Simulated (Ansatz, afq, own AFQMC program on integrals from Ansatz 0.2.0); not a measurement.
Integrals from Ansatz 0.2.0, then the random walk in our own AFQMC program (afq).

```yaml
crystal:
  periodic: [false, false, false]
  atoms:
    - {symbol: C, position_ang: [0.000000, 0.000000, 0.000000]}
basis:
  gaussian: {orbitals: aug-cc-pVDZ}
magnetization: {spin_polarized: true, initial_magnetization: 2}
correlation: {method: ccsd_t, electrons: outside_noble_gas, hamiltonian_folder: ham}
```

```sh
$ ansatz run in.yaml --threads 1 --pin off --events-out ev --progress --plain --max-ram 24576MiB --backend cuda --devices 0, --max-vram 18GiB
```

afq runs on the folder ham with

```
--method free --trial cisd --walkers 4000 --time-step 0.03 --max-blocks 4000 --target-error 0.00014 --factor-cut 1e-05 --seed 8825 --times 0,0.3,0.6,1.2,1.8,2.4,3.6,4.8,6 --taylor-order 8
```

Times are imaginary, in 1/Eh. The walk had a cap of 61 s.

Log:

```
orbitals 22  electrons 3 1  factors 120 of 122
reference energy -37.68776315 Eh
CCSD correlation -0.07584094 Eh in 11 cycles, weight of the determinant in the CISD state 0.9487
repeat  energy at the last time / Eh  error
    10  -37.765322  0.000043
    20  -37.765321  0.000025
    30  -37.765331  0.000017
time / (1/Eh)  energy / Eh  error  mean overlap
  0.00  -37.763603  0.000001  1.0540
  0.30  -37.764564  0.000005  1.0539
  0.60  -37.764948  0.000006  1.0549
  1.20  -37.765205  0.000007  1.0547
  1.80  -37.765267  0.000007  1.0543
  2.40  -37.765286  0.000009  1.0545
  3.60  -37.765312  0.000012  1.0508
  4.80  -37.765307  0.000012  1.0503
  6.00  -37.765331  0.000017  1.0473
energy -37.765331 +/- 0.000017 Eh
```

The run passed its tests (error under three times the target), which doesn't prove that it has relaxed.

Against this walk (error 0.5 meV) on the same determinant: CCSD(T) 12.7 meV higher, CCSDT(Q) 1.1 meV higher, full CI 0.8 meV higher (within the noise). The error is statistical, and a free projection of finite length keeps a remainder of its start.

Cautions: remainder of the start not in the error.

The walk took 16 s on 1 × NVIDIA H100 80GB HBM3 with 2 threads of AMD EPYC 7R13 Processor (Zen 3) (shared host) (the card was shared). The log's last line is the free-projection energy.

CCSDT and higher add their correlation energy to the determinant of the CCSD(T) run, since their own runs factorise the integrals more tightly (a shift of under 2 meV). A walk keeps the symmetry of its determinant, which the program's search chose and which needn't be the lowest solution, so a lower state of the same spin and another symmetry isn't excluded.
